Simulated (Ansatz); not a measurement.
Process, species as SMILES: [OH] (OH) → H atom + O atom
B3LYP-D3(BJ)/def2-TZVP geometries, fixed; electronic energies without zero-point terms.

Basis-set convergence of the atomisation energy at CCSD(T) with Ansatz (a quantum-chemistry and plane-wave program). Cartesian d functions, on some or all atoms, in 6-31G*; all else is spherical. Cores are frozen. Open shells are unrestricted. No added dispersion term, no relativity. Functions are those of the species that has most. Reference: Hartree-Fock in aug-cc-pV5Z plus the correlation part extrapolated as X^-3 from aug-cc-pVQZ and aug-cc-pV5Z, 106.97 kcal/mol, itself unsure by roughly 0.13 kcal/mol (a third of the extrapolation step and of the last Hartree-Fock step). Deviations are taken from unrounded values.

```json
[
 {"basis": "STO-3G", "functions": "6", "atomisation energy (kcal/mol)": "73.73", "minus reference (kcal/mol)": "-33.24"},
 {"basis": "3-21G", "functions": "11", "atomisation energy (kcal/mol)": "74.37", "minus reference (kcal/mol)": "-32.60"},
 {"basis": "6-31G", "functions": "11", "atomisation energy (kcal/mol)": "78.58", "minus reference (kcal/mol)": "-28.39"},
 {"basis": "def2-SV(P)", "functions": "16", "atomisation energy (kcal/mol)": "85.33", "minus reference (kcal/mol)": "-21.63"},
 {"basis": "6-31G*", "functions": "17", "atomisation energy (kcal/mol)": "89.25", "minus reference (kcal/mol)": "-17.72"},
 {"basis": "def2-TZVP", "functions": "37", "atomisation energy (kcal/mol)": "100.51", "minus reference (kcal/mol)": "-6.46"},
 {"basis": "jun-cc-pV(T+d)Z", "functions": "53", "atomisation energy (kcal/mol)": "104.18", "minus reference (kcal/mol)": "-2.79"},
 {"basis": "cc-pVQZ", "functions": "85", "atomisation energy (kcal/mol)": "105.47", "minus reference (kcal/mol)": "-1.50"},
 {"basis": "pcseg-3", "functions": "93", "atomisation energy (kcal/mol)": "106.14", "minus reference (kcal/mol)": "-0.82"}
]
```

The smallest set listed that lies within 2 kcal/mol of the reference with all its larger relatives (same family, alike in diffuse functions; a set with none counts only in the reference's own line) is cc-pVQZ (85 functions, -1.50 kcal/mol off). (Relatives not listed, tested too: cc-pV5Z -0.62, pcseg-4 -0.35 kcal/mol.)
